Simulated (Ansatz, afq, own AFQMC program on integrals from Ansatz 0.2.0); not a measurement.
# PH$_{3}$, singlet → PH3⁺, doublet

```xyz
4

P     0.3489   -0.3293   -0.3357
H     0.6337   -0.0339    1.0326
H    -1.0111   -0.6661   -0.0570
H     0.0285    1.0293   -0.6399
```

E(doublet, charge +1) − E(singlet, charge +0) at this geometry, on RHF and UHF determinants.

Basis def2-TZVP. Only valence electrons are correlated. Integrals, coupled cluster, full CI and functionals: Ansatz 0.2.0; the random walks run on the same integrals in our own AFQMC program. The CISD trial takes its coefficients from CCSD amplitudes. Released means that phaseless walkers are propagated on without the constraint, phases kept. Uncertainties: one standard error, sampling alone. The errors of all members are added in quadrature.

No full CI on the walks' own integrals is used here; CCSDT(Q) serves as the reference and is uncertain by about the last step of the cluster series. Each member takes its own surest rung, up to full CI.

The best estimate is CCSD(T) at the basis-set limit (CBS: def2-TZVPP and def2-QZVPP, with their diffuse functions for anions and beside diffuse sets, CCSD(T) itself extrapolated) plus the step from CCSD(T) to CCSDT(Q) in def2-TZVP. Rows without CBS are in def2-TZVP; B2PLYP and the wave-function rows carry a basis error of their own. Core correlation and relativity beyond core potentials are missing, and ± holds the sampling alone.

| level | vertical ionization energy (eV) |
| --- | --- |
| wB97M-V | 10.602 |
| PBE | 10.497 |
| B2PLYP | 10.494 |

Task: From these cheaper values, estimate the vertical ionization energy at the level of the best estimate.

Result: 10.649 eV (best estimate, highest rung CCSDT(Q)).

```tsv
level	vertical ionization energy (eV)	error against the best estimate (eV)
HF	9.472	-1.177
MP2	10.414	-0.235
CCSD	10.456	-0.193
CCSD(T)	10.502	-0.147
CCSDT	10.499	-0.150
CCSDT(Q)	10.503	-0.147
ph-AFQMC/CISD	10.501 ± 0.003	-0.148 ± 0.003
released AFQMC	10.501 ± 0.003	-0.149 ± 0.003
HF/CBS	9.463	-1.186
MP2/CBS	10.581	-0.068
CCSD(T)/CBS	10.648	-0.001
r2SCAN	10.456	-0.193
PBE0	10.497	-0.152
B3LYP	10.606	-0.043
```

Correlation beyond CCSD(T) changes it by less than 2 meV. Going to the basis-set limit adds 0.147 eV at CCSD(T). The perturbative (T) step is worth +0.046 eV. The functionals spread over 0.150 eV; B3LYP and wB97M-V come nearest and r2SCAN is 0.193 eV too low.

Best estimates are given only where the step beyond CCSD(T) is under 0.3 eV and no member's determinant is very poor (T1 over 0.05, or 0.07 for open shells, ⟨S²⟩ too high by 0.3, two states mixed), so the hardest cases are missing from such tables.

The functionals ran in a triple-zeta set and keep a basis error of their own, a few kJ/mol for each bond in atomization energies and more for double hybrids, so close places among them and the extrapolated levels can swap.

CCSDT and higher add their correlation energy to the determinant of the CCSD(T) run, since their own runs factorise the integrals more tightly (a shift of under 2 meV). Each member of a difference takes its own highest rung, so a best estimate needn't equal the limit plus the step of one row. Released energies are given only where the last usable release times agree within the noise; a slower fall can still hide under it.
